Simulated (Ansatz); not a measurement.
The cluster S₃⁺. Total charge 1; doublet. Geometry PBE-D4/def2-TZVP, basis def2-TZVP, Ansatz.

Cartesian coordinates in Å:
```
S 0.047 0.061 1.756
S -0.058 -0.505 -0.055
S 0.011 0.444 -1.701
```

```csv
run,HOMO (eV),LUMO (eV)
A,-12.94,-12.11
B,-13.32,-12.20
C,-13.14,-12.27
D,-13.66,-11.91
E,-14.04,-11.54
```

HSE06 is defined as in plane-wave codes, on full-range PBE exchange. Another isomer (doublet) lies 0.52 eV lower at PBE0-D4/def2-TZVP; other spin states weren't run for this one.

HOMO and LUMO are taken over both spins.

Problem. The runs used BLYP, HSE06, PBE, PBE0, r2SCAN. Estimate which is which.

Solution. A BLYP (0 % exact exchange); B r2SCAN (0 % exact exchange); C PBE (0 % exact exchange); D HSE06 (range-separated); E PBE0 (25 % exact exchange). Exact exchange lowers occupied and raises empty levels; among semilocal functionals meta-GGAs tend to open the gap a little, and such runs are hard to tell apart. The gap grows from 0.83 eV (BLYP) to 2.50 eV (PBE0).
